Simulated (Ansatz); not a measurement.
Basis-set extrapolation for C₃H₅NO (`COC#CN`) (PBE0-D4/def2-TZVP geometry, frozen core, Ansatz 0.2.0). Multiplicity 1, RHF reference.

```tsv
	def2-TZVPP	def2-QZVPP
HF	-245.820880	-245.832007
MP2 correlation	-0.914593	-0.979307
CCSD(T) correlation	-0.979417	not run
```

Energies in hartree. Use E(X) = E(∞) + A·exp(−7.88·√X) for Hartree–Fock and E(X) = E(∞) + B·X^(−2.97) for correlation, with X = 3 and 4, and add CCSD(T) minus MP2 of the smaller set to the MP2 limit.

Task: What is the CCSD(T) energy at the basis-set limit?

Result: HF limit: -245.832007 + (-0.011127) × 0.13774 = -245.83354. MP2 limit: -0.979307 + (-0.064714) × 0.74074 = -1.02724. Higher-order term: -0.979417 − (-0.914593) = -0.06482. Total: -246.92560 hartree, 3.41 eV below CCSD(T)/def2-TZVPP.
